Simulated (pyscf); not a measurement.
**Four-centre exchange: F–C:–F [singlet] + HCl -> HF + F–C:–Cl [singlet]**

Gas phase, singlet surface, charge 0. Bonds broken: F1–C2, Cl4–H5. Bonds formed: F1–H5, C2–Cl4. PySCF, gas phase, ωB97X-D3(BJ)/def2-SVP geometries. Correlated levels are frozen-core, on RHF or UHF. ΔMP2 is the change of the MP2 total energy from the triple- to the quadruple-zeta basis.

Transition state (Å):

```xyz
5

F      0.6596    -0.0909    -0.9404
C      1.5803    -0.1123     0.4942
F      1.0779     0.8922     1.0586
Cl     0.0606    -1.7073     0.9295
H      0.1073    -0.9371    -0.4169
```

One imaginary mode, 909i cm⁻¹; descent along it reached the two sides named.

| bond | change | reactant side (Å) | saddle | product side |
|---|---|---|---|---|
| F1–C2 | breaks | 1.303 | 1.705 | 2.7 |
| Cl4–H5 | breaks | 1.283 | 1.552 | 2.8 |
| F1–H5 | forms | 2.6 | 1.138 | 0.925 |
| C2–Cl4 | forms | 3.5 | 2.246 | 1.758 |

Electronic energies relative to the separated reactants (kcal/mol):

```json
[
 {"level": "ωB97X-D3(BJ)/def2-TZVP", "barrier": "38.4", "reaction energy": "+13.0", "reverse barrier": "25.5"},
 {"level": "PBE/def2-TZVP", "barrier": "25.4", "reaction energy": "+9.4", "reverse barrier": "16.0"},
 {"level": "r²SCAN/def2-TZVP", "barrier": "27.8", "reaction energy": "+10.8", "reverse barrier": "16.9"},
 {"level": "B3LYP-D3(BJ)/def2-TZVP", "barrier": "33.3", "reaction energy": "+11.1", "reverse barrier": "22.2"},
 {"level": "PBE0-D3(BJ)/def2-TZVP", "barrier": "32.6", "reaction energy": "+10.9", "reverse barrier": "21.8"},
 {"level": "M06-2X/def2-TZVP", "barrier": "36.8", "reaction energy": "+11.9", "reverse barrier": "24.9"},
 {"level": "ωB97M-D3(BJ)/def2-TZVP", "barrier": "37.6", "reaction energy": "+13.0", "reverse barrier": "24.5"},
 {"level": "HF/def2-TZVP", "barrier": "60.5", "reaction energy": "+17.3", "reverse barrier": "43.1"},
 {"level": "MP2/def2-QZVPP", "barrier": "37.3", "reaction energy": "+9.6", "reverse barrier": "27.7"},
 {"level": "CCSD/def2-TZVPP", "barrier": "44.8", "reaction energy": "+12.5", "reverse barrier": "32.3"},
 {"level": "CCSD(T)/def2-TZVPP", "barrier": "40.0", "reaction energy": "+11.4", "reverse barrier": "28.6"},
 {"level": "CCSD(T)/def2-TZVPP + ΔMP2(QZVPP)", "barrier": "39.1", "reaction energy": "+10.3", "reverse barrier": "28.8"}
]
```

With CCSD(T)/def2-TZVPP + ΔMP2(QZVPP) energies and thermal terms (ideal gas, 1 atm, RRHO with modes under 100 cm⁻¹ raised to 100, one conformer, R ln 2 for rigid chiral ones), in kcal/mol:

```tsv
T (K)	ΔH‡	ΔG‡	ΔH	ΔG
298	37.9	47.4	+11.0	+10.7
600	38.0	57.0	+11.3	+10.2
900	38.4	66.4	+11.4	+9.6
1200	38.9	75.7	+11.4	+9.1
```

One saddle was located; it need not be the lowest between these sides. The CCSD(T) − MP2 part came from Ansatz, without density fitting, on the same reference.
